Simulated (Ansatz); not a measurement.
# How far a parabola holds: energy against volume of fluorite SrCl2

Fluorite SrCl2, treated with PBE in Ansatz (plane waves, PAW). Numerical settings: plane-wave cutoff 520 eV, 8×8×8 k mesh, Fermi–Dirac smearing 0.01 eV, scalar-relativistic PAW data made under PBE. The cell has no free parameter but its volume, all volumes share cutoff and mesh, and the runs aren't spin-polarised. Energies are free energies at the run's smearing, counted from the lowest row; static lattice.

| V (Å³/atom) | E (meV/atom) |
|---|---|
| 27.345 | ? |
| 27.927 | 5.27 |
| 28.509 | 1.27 |
| 29.091 | 0.00 |
| 29.672 | 1.18 |
| 30.254 | 4.55 |

Fit E of the 5 rows that show it with a parabola. With u = V - 29.1, the rows have u = -1.1730, -0.5910, -0.0090, 0.5720, 1.1540. Least squares gives E = -0.003 - 0.1941·u + 3.6276·u². Residuals (row less fit): 0.054, -0.109, 0.001, 0.107, -0.054; standard error 0.121 (degrees of freedom: 2). The fitted curve has its minimum at V = 29.1, where E = -0.01. Its curvature is d²E/dV² = 2 × 3.6276 meV/Å⁶, so B = V0·d²E/dV² × 0.1602 = 33.9 GPa.

Q: Estimate the missing E (V = 27.345); what did the run itself give?

A: u = -1.7550, so E = -0.003 - 0.1941 × (-1.7550) + 3.6276 × (-1.7550)² = 11.511 meV/atom. The calculation gives 12.31 meV/atom, 0.799 meV/atom above the prediction (6.5 % of the range of E in the table). The row lies outside the fitted rows, so this is an extrapolation. From the scatter of the fitted rows alone, a prediction at this place has a standard error of 0.286 meV/atom, so the miss is 2.8 times that.

The residuals are curvature that a parabola lacks, not noise. A solid that stiffens under compression and softens on expansion lies above the parabola at the compressed end and under it at the expanded end, as this row does. A third-order Birch-Murnaghan fit to the whole scan has B0 = 33.6 GPa. Only scans are tabulated whose curvature falls smoothly with volume, and where the parabola meets the shown rows within 5 % of their range and misses the end by 0.1 meV or more.

Measured, for comparison: bulk modulus 34.3 GPa (temperature not stated, not corrected to a static lattice, from elastic constants; as tabulated in Kanchana et al., Calculated structural, elastic and electronic properties of …). Computed less measured: bulk modulus -2.0 % (against room or unstated temperature, where such soft solids are markedly softer).

Ansatz is a program for electronic structure.
